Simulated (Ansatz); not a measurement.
Beryllium, hcp: convergence with the k-point mesh

Computed with Ansatz, PBE, scalar-relativistic PAW, on the relaxed cell (a = 2.266 Å, c = 3.559 Å (c/a = 1.571); spin not included). Errors count from a run at 420 eV on a Γ-centred 26×26×15 mesh with Fermi-Dirac smearing of 0.1 eV, extrapolated to zero width. Fixed here: cutoff 420 eV, Fermi-Dirac width 0.1 eV. The SCF starts from atomic densities corrected by a trained network.

```tsv
k-mesh	E(σ→0) error (meV/atom)	P (GPa)	SCF iterations
3×3×2	651.7	9.65	6
4×4×2	232.0	2.43	6
6×6×3	57.7	0.53	6
8×8×4	21.5	0.06	6
10×10×6	14.5	0.25	6
13×13×7	2.9	0.07	6
17×17×9	3.5	0.05	6
23×23×13	0.0	0.01	6
```

Within 5 meV/atom of the last row: from 13×13×7 on.
